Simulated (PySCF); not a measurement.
Cl2.
Atom-mapped SMILES: `[Cl:1][Cl:2]`

Structure used (PBE0-D3(BJ)/def2-SVP), in Å, numbered top down from 1:
```xyz
2
Cl2 angstrom
Cl     1.013   -0.003   -0.002
Cl    -1.013    0.005   -0.012
```

Computed with PBE0-D3(BJ)/def2-SVP geometry optimisation, gas phase in PySCF.

Take the most abundant isotopes and a rigid rotor. 

Task: What are the moment of inertia and the rotational constant?

Result: I = 71.773 u·Å², B = 505379 MHz·u·Å²/I = 7041 MHz (0.2349 cm⁻¹, or 0.338 K as hB/k). For two atoms I = μr² with μ = 17.4844 u and r = 2.0261 Å.

Task: List the first levels of a rigid rotor in a Σ state.

Result: E(J) = BJ(J+1): J = 1: 0.470, J = 2: 1.409, J = 3: 2.818, J = 4: 4.697, J = 5: 7.046, J = 6: 9.865 cm⁻¹.

Task: Has it a pure rotational spectrum?

Result: Not by electric dipole: D∞h allows no dipole (computed 0.00 D). Rotational Raman lines (ΔJ = 2) lie at B(4J + 6), spaced by 4B = 0.939 cm⁻¹, with nuclear-spin weights that differ between even and odd J.

Task: Estimate the classical rotational partition function at 10 K, 50 K and 100 K.

Result: Point group D∞h, symmetry number σ = 2; q = kT/(σhB), k/h = 20836.6 MHz/K: 14.8 at 10 K, 74.0 at 50 K, 148 at 100 K.

No PBE0-D3(BJ)/def2-SVP frequencies stand behind this structure, so it isn't proved a minimum. No vibrational averaging or centrifugal distortion is included, and the geometry carries the error of its method.
